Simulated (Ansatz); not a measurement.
A structure relaxed at PBE-D4/def2-TZVP in Ansatz, charge 0, doublet:

```xyz
9

B     0.163   -0.805    0.196
B     0.053    0.515   -0.930
B    -0.322    0.814    0.606
H    -0.677   -1.677    0.160
H    -0.674    1.832    1.105
H     0.049    1.257   -1.857
H     0.408   -0.636   -1.272
H    -0.258   -0.107    1.452
H     1.259   -1.193    0.539
```

(1) Give its formula and point group.

(2) Summarise the bond lengths by kind (pairs closer than 1.2 times the sum of covalent radii, bridged metal pairs left out).

Answers

(1) the cluster B₃H₆. Point group C2v (tolerance 0.1 Å).

(2) 3 × B–B 1.61 to 1.74 Å; 6 × B–H 1.19 to 1.25 Å.

The relaxation made no stability test and no search for a lower SCF solution. The structure comes from a short search, and lower isomers may exist.
